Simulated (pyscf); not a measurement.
Routes from H₂S (SMILES S) + GeH₄ (SMILES [GeH4])

Candidate steps break at most two bonds and form at most two. Each was searched with GFN2-xTB (tblite) first. Optimised with ωB97X-D3(BJ)/def2-SVP in PySCF. Energies: ωB97M-D3(BJ)/def2-TZVP, kJ/mol, from the separated reactants, singlet surface; ΔG‡ with ideal gas, 1 atm, RRHO with modes under 100 cm⁻¹ raised to 100, one conformer, R ln 2 for chiral ones without a mode under 150 cm⁻¹.

```csv
products,type,ΔE‡,ΔE,ΔG‡ 298 K,ΔG‡ 900 K,ν‡ (cm⁻¹)
HS–GeH₃ + H₂,four-centre exchange,230.4,-18.3,259.6,328.2,1605i
H₂S + H₂ + GeH₂ [singlet],multi-bond step,272.3,+180.5,296.6,364.9,1608i
```

Row 2: On the product side the descent ends in a bound adduct (not fully relaxed), 38.8 kJ/mol under the separated species and 117.8 kJ/mol under the saddle at ωB97X-D3(BJ)/def2-TZVP. 

Plain bond fissions and candidates not yet searched are not listed, and one of them may be faster. Each barrier is that of the saddle found; lower ones may exist. Elements up to Kr have no core potential and no relativistic terms here.
